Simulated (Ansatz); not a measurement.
Cost and result up the ladder for the cluster MgO2H2 (5 atoms). The state is a singlet with charge 0. Geometry: B3LYP-D4/def2-TZVP.

```xyz
5

Mg    0.058   -0.555   -0.757
O     0.950   -0.233    0.880
O     0.029    0.946    0.620
H    -0.459    1.003    1.450
H    -0.578   -1.161   -2.193
```

Ansatz on 4 threads of Arm Neoverse V2 on a shared host. Times are rough, and most runs start from the orbitals of an earlier one. PBE0-D4/def2-TZVP serves as the yardstick here, not as an exact answer. Binding counts from free atoms at the same level (Mg singlet, O triplet, H doublet; other spins of the atoms weren't run), without zero-point energy or a counterpoise term.

B3LYP takes the VWN-RPA correlation. Correlated methods freeze 3 core orbitals; core or outer-core shells of Mg are correlated, in sets that lack core-valence functions. The structure holds 1 bond(s) between oxygen atoms. Another isomer (singlet) lies 4.31 eV lower at PBE0-D4/def2-TZVP; other spin states weren't run for this one.

Correlated methods converge slowly with the basis.

| level | functions | wall time | binding energy per atom (eV) | difference from PBE0-D4/def2-TZVP (eV) |
| --- | --- | --- | --- | --- |
| PBE0-D4/def2-TZVP | 106 | 0.5 s | 2.47 | 0.00 |
| PBE-D4/def2-TZVP (with forces) | 106 | 0.55 s | 2.64 | 0.17 |
| B3LYP-D4/def2-TZVP | 106 | 0.55 s | 2.52 | 0.05 |
| r2SCAN-D4/def2-TZVP | 106 | 1 s | 2.58 | 0.11 |
| CCSD(T)/def2-TZVPP | 122 | 6.5 s | 2.45 | -0.02 |
